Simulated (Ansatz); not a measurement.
## TO phonon frequency at X of rock-salt HfC at several levels of theory

No measured value is used here.

```json
[
 {"level (code)": "LDA (Ansatz)", "value (cm⁻¹)": "516", "cell (Å³/atom)": "11.95"},
 {"level (code)": "PBE (Ansatz)", "value (cm⁻¹)": "486", "cell (Å³/atom)": "12.58"},
 {"level (code)": "PBEsol (Ansatz)", "value (cm⁻¹)": "506", "cell (Å³/atom)": "12.22"},
 {"level (code)": "PBE-D3(BJ) (Ansatz)", "value (cm⁻¹)": "504", "cell (Å³/atom)": "12.32"},
 {"level (code)": "r²SCAN (Ansatz)", "value (cm⁻¹)": "489", "cell (Å³/atom)": "12.49"}
]
```

Density-functional levels without +SOC have no spin–orbit coupling. PBE-D3(BJ): the dispersion coefficients are held fixed in the derivatives. Each level is taken at its own relaxed cell. Cutoffs differ between the levels. Ansatz's density-functional and Hartree–Fock values are scalar-relativistic unless marked +SOC, with PAW data made under PBE.

Ansatz is a program for electronic structure.
